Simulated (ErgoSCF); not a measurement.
**BCl (SMILES [B]Cl) at 6 levels**

Wanted: a comparison of 6 runs (HF/STO-3G, HF/def2-SVP, USVWN5/pcseg-0, B3LYP/6-31G*, PBE0/def2-SVP, CAM-B3LYP/cc-pVTZ) of BCl. 

The results are computed with ErgoSCF 3.8.

10 further runs of the same task are left out: 2 that didn't finish, 8 set aside as unsound or not needed.

### Step 1. The structure to begin with

BCl has 2 atoms, charge 0, and is taken as a singlet. As SMILES, `[B]Cl`. Geometry: relaxed at GFN2-xTB.

Bond lengths: B1–Cl2 1.579 Å.

### Step 2. A single-point energy at HF/STO-3G (run 1)

Contents of job.ego:

```
set_nthreads(1)
molecule_inline Angstrom
B  0.000000 0.000000 0.000000
Cl 0.000000 0.000000 1.578530
EOF
scf.max_number_of_iterations = 120
scf.output_mulliken_pop = 1
tmpdir = "."
scf.use_diagonalization = 1
basis = "STO-3G"
run "HF"
```

The basis set STO-3G is read from a file made from the Basis Set Exchange's data (not shown).

On the command line:

```sh
$ ergo job.ego
```

The log of the run:

```text
[...]
INSC SCF_general constructor, number of basis functions: 14
[...]
INSC Energy   1 =       -434.52685902511
[...]
INDE E_LUMO =          0.26011163355
[...]
INSC Energy   9 =       -478.82550061711  ( diff     -0.000000000037403 )
[...]
RESC CONVERGED after   9 iterations.
RESC FINAL ENERGY:       -478.82550061711
[...]
INSC SCF: dipole_moment_x [atomic units] =       0.00000000
INSC SCF: dipole_moment_y [atomic units] =       0.00000000
INSC SCF: dipole_moment_z [atomic units] =       0.21189841
[...]
```

Run time: 0.78 s. Hardware: 1 thread of Arm Neoverse N1, shared host; peak memory 0.26 GiB.

### Step 3. A single-point energy at HF/def2-SVP (run 2)

Contents of input.ego:

```
set_nthreads(1)
molecule_inline
B  0.00000000 0.00000000 0.00000000
Cl 0.00000000 0.00000000 2.98298938
EOF
scf.max_number_of_iterations = 120
basis = "def2-SVP"
scf.output_mulliken_pop = 1
scf.use_diagonalization = 1
tmpdir = "."
run "HF"
```

The basis set def2-SVP is read from a file made from the Basis Set Exchange's data (not shown).

On the command line:

```sh
$ ergo input.ego
```

The log of the run:

```text
[...]
INSC SCF_general constructor, number of basis functions: 32
[...]
INSC Energy   1 =       -255.49347163378
[...]
INDE E_LUMO =          0.08977100154
[...]
INSC Energy  16 =       -483.95086731465  ( diff     -0.000000000005798 )
[...]
RESC CONVERGED after  16 iterations.
RESC FINAL ENERGY:       -483.95086731465
[...]
INSC SCF: dipole_moment_x [atomic units] =      -0.00000000
INSC SCF: dipole_moment_y [atomic units] =      -0.00000000
INSC SCF: dipole_moment_z [atomic units] =       0.98270937
[...]
```

It took 2.8 s on 1 thread of Arm Neoverse N1, shared host; peak memory 0.26 GiB.

Run 3 isn't shown in full; the table further down has it.

### Step 4. A single-point energy at B3LYP/6-31G(d) (spherical functions) (run 4)

Contents of job.ego:

```
set_nthreads("env")
molecule_inline Angstrom
B        0.000000       0.000000       0.000000
Cl       0.000000       0.000000       1.578530
EOF
scf.use_diagonalization = 1
scf.output_mulliken_pop = 1
charge = 0
tmpdir = "."
XC.radint = 1e-11
basis = "6-31G*"
scf.max_number_of_iterations = 120
XC.sparse_mode = 0
XC.angint = 41
run "B3LYP-G"
```

The basis set 6-31G* is read from a file made from the Basis Set Exchange's data (not shown).

On the command line:

```sh
$ ergo job.ego
```

The log of the run:

```text
[...]
INDF Weighted mixed functional:
[...]
INSC Energy   1 =       -254.03837563553
[...]
INDE E_LUMO =         -0.04461950949
[...]
INSC Energy  15 =       -484.96079964022  ( diff     -0.000000000005912 )
[...]
RESC CONVERGED after  15 iterations.
RESC FINAL ENERGY:       -484.96079964022
[...]
INSC SCF: dipole_moment_x [atomic units] =      -0.00000000
INSC SCF: dipole_moment_y [atomic units] =      -0.00000000
INSC SCF: dipole_moment_z [atomic units] =       0.82837990
[...]
```

Wall time 4.8 s (1 thread of Arm Neoverse N1, shared host); peak memory 0.26 GiB.

Run 5 isn't shown in full; the table further down has it.

### Step 5. A single-point energy at CAM-B3LYP/cc-pVTZ (run 6)

Contents of run.inp:

```
# single point, BCl
set_nthreads("env")
tmpdir = "."
scf.output_mulliken_pop = 1
XC.sparse_mode = 0
scf.use_diagonalization = 1
basis = "cc-pVTZ"
XC.radint = 1e-11
scf.max_number_of_iterations = 120
XC.angint = 41
spin_polarization = 0
molecule_inline
B  0.00000000 0.00000000 0.00000000
Cl 0.00000000 0.00000000 2.98298938
EOF
run "Camb3lyp"
```

The basis set cc-pVTZ is read from a file made from the Basis Set Exchange's data (not shown).

On the command line:

```sh
$ ergo < run.inp
```

The log of the run:

```text
[...]
INSC SCF_general constructor, number of basis functions: 64
[...]
INSC Energy   1 =       -169.64993089652
[...]
INDE E_LUMO =         -0.01050146877
[...]
INSC Energy  18 =       -484.99337253070  ( diff     -0.000000000000227 )
[...]
RESC CONVERGED after  18 iterations.
RESC FINAL ENERGY:       -484.99337253070
[...]
INSC SCF: dipole_moment_x [atomic units] =      -0.00000000
INSC SCF: dipole_moment_y [atomic units] =      -0.00000000
INSC SCF: dipole_moment_z [atomic units] =       0.98261312
[...]
```

It took 54 s on 1 thread of Arm Neoverse N1, shared host; peak memory 0.26 GiB.

### Step 6. The series

| run | level | iteration cap | integration grid | energy (Eh) | dipole moment (D) | wall time |
| --- | --- | --- | --- | --- | --- | --- |
| 1 | HF/STO-3G | 120 | – | -478.825501 | 0.54 | 0.78 s |
| 2 | HF/def2-SVP | 120 | – | -483.950867 | 2.50 | 2.8 s |
| 3 | USVWN5/pcseg-0 | 80 | LMG | -482.598512 | 2.03 | 1.6 s |
| 4 | B3LYP/6-31G* (spherical functions) | 120 | Turbo | -484.960800 | 2.11 | 4.8 s |
| 5 | PBE0/def2-SVP | 120 | Turbo | -484.614789 | 2.67 | 4.2 s |
| 6 | CAM-B3LYP/cc-pVTZ | 120 | Turbo | -484.993373 | 2.50 | 54 s |

### Step 7. Results

| quantity | value |
| --- | --- |
| run 6: total energy | -484.99337 Eh |
| run 6: dipole moment | 2.50 D |

The dipole moment (its size) runs from 0.54 D (HF/STO-3G) to 2.67 D (PBE0/def2-SVP). The two ends differ in method and basis. Totals of different functionals can't be ranked against each other. In run 1 the basis is minimal, so the values are rough. All runs together took 68 s, the longest 54 s.
